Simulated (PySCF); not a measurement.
Choosing a molecule for a target property.

Species are written as SMILES; each is one conformer at its optimised geometry, gas phase, non-relativistic unless stated. Electronic properties by PySCF.

Dipoles, sizes and rotational constants follow the conformer. The torsions of the flexible species, by atom-mapped SMILES:
- `[CH3:1][O:2][C@:3]([CH3:4])([CH2:5][F:6])[CH2:7][CH2:8][Cl:9]`: C1–O2–C3–C4 58°, O2–C3–C5–F6 77°, O2–C3–C7–C8 -54°, C3–C7–C8–Cl9 177°
- `[SiH3:1][S:2][CH2:3][O:4][c:5]1[n:6][cH:7][s:8][n:9]1`: Si1–S2–C3–O4 -55°, S2–C3–O4–C5 180°, C3–O4–C5–N6 -177°
- `[CH3:1][CH:2]([CH3:3])[O:4][C@@H:5]([CH3:6])[C@H:7]([F:8])[Cl:9]`: C1–C2–O4–C5 158°, C2–O4–C5–C6 130°, O4–C5–C7–F8 -176°
- `[CH:1]#[C:2][CH2:3][C:4](=[CH2:5])[CH2:6][Cl:7]`: C2–C3–C4–C5 118°, C3–C4–C6–Cl7 -63°
- `[CH2:1]=[CH:2][Ge:3]([CH:4]=[CH2:5])([CH:6]=[CH2:7])[CH:8]=[CH2:9]`: C1–C2–Ge3–C4 136°, C2–Ge3–C4–C5 -138°, C2–Ge3–C6–C7 -135°, C2–Ge3–C8–C9 -130°

The conformers of `C[C@@H](F)CC[C@@H](Cl)CO` and `Cl[C@@H]1[C@@H]2C=CC[C@H]12` aren't listed.

(1) Wanted: vertical ionisation energy below 9.1 eV (ΔSCF CAM-B3LYP/def2-SVPD) and HOMO–LUMO gap below 10 eV (CAM-B3LYP/def2-SVPD), at PBE0-D3(BJ)/def2-SVP geometries. Which candidate meets both?
A. `N#[N+][O-]`
B. `C[C@@H](F)CC[C@@H](Cl)CO`
C. `Cl[C@@H]1[C@@H]2C=CC[C@H]12`
D. `[SiH3]SCOc1ncsn1`
E. `C[C@H](OC(C)C)[C@H](F)Cl`
F. `C[C@](CCCl)(CF)OC`
G. `[H][Al]([CH2]C)[CH2]C`

(2) Wanted: lowest triplet excitation (Tamm–Dancoff) above 6.9 eV (TDA CAM-B3LYP/def2-SVPD) and lowest singlet excitation above 6.5 eV (TDDFT CAM-B3LYP/def2-SVPD), at PBE0-D3(BJ)/def2-SVP geometries. Which candidate meets both?
A. `[SiH3]SCOc1ncsn1` (C3H6N2OS2Si)
B. `CC([CH2][AlH2])C` (C4H11Al)
C. `N#[N+][O-]` (N2O)
D. `C#CCC(=C)CCl` (C6H7Cl)
E. `O(C)[C@](C)(CF)CCCl` (C6H12ClFO)
F. `O` (H2O)

(3) Wanted: smallest rotational constant between 0.5 GHz and 0.8 GHz (PBE0-D3(BJ)/def2-SVP) and static isotropic polarisability above 90 au (CAM-B3LYP/def2-SVPD), at PBE0-D3(BJ)/def2-SVP geometries. Which candidate meets both?
A. `[SiH3]SCOc1ncsn1` (C3H6N2OS2Si)
B. `[N+](#N)[O-]` (N2O)
C. `CO[C@](C)(CF)CCCl` (C6H12ClFO)
D. `C#CCC(=C)CCl` (C6H7Cl)
E. `C=[CH][Ge]([CH]=C)([CH]=C)[CH]=C` (C8H12Ge)
F. `O` (H2O)

Results:

(1) C. Computed values:
| species | vertical ionisation energy | HOMO–LUMO gap |
| --- | --- | --- |
| Cl[C@@H]1[C@@H]2C=CC[C@H]12 | 8.98 eV | 9.38 eV |
| [H][Al]([CH2]C)[CH2]C | 9.22 eV | 8.54 eV |
| [SiH3]SCOc1ncsn1 | 9.33 eV | 8.17 eV |
| C[C@H](OC(C)C)[C@H](F)Cl | 9.74 eV | 10.34 eV |
| C[C@](CCCl)(CF)OC | 9.87 eV | 10.18 eV |
| C[C@@H](F)CC[C@@H](Cl)CO | 10.55 eV | 10.74 eV |
| N#[N+][O-] | 13.04 eV | 12.07 eV |

(2) F. Computed values:
```csv
species,lowest triplet excitation (Tamm–Dancoff),lowest singlet excitation
[SiH3]SCOc1ncsn1 (C3H6N2OS2Si),3.92 eV,5.46 eV
C#CCC(=C)CCl (C6H7Cl),4.23 eV,6.36 eV
CC([CH2][AlH2])C (C4H11Al),4.58 eV,4.90 eV
N#[N+][O-] (N2O),5.48 eV,6.59 eV
O(C)[C@](C)(CF)CCCl (C6H12ClFO),6.69 eV,7.31 eV
O (H2O),7.04 eV,7.52 eV
```

(3) C. Computed values:
```
                                   species  smallest rotational constant  static isotropic polarisability
            [SiH3]SCOc1ncsn1 (C3H6N2OS2Si)                     0.407 GHz                         118.3 au
             CO[C@](C)(CF)CCCl (C6H12ClFO)                     0.569 GHz                          92.7 au
C=[CH][Ge]([CH]=C)([CH]=C)[CH]=C (C8H12Ge)                     0.986 GHz                         125.2 au
                     C#CCC(=C)CCl (C6H7Cl)                     1.110 GHz                          84.7 au
                        [N+](#N)[O-] (N2O)                    12.776 GHz                          18.6 au
                                   O (H2O)                   282.779 GHz                           9.5 au
```
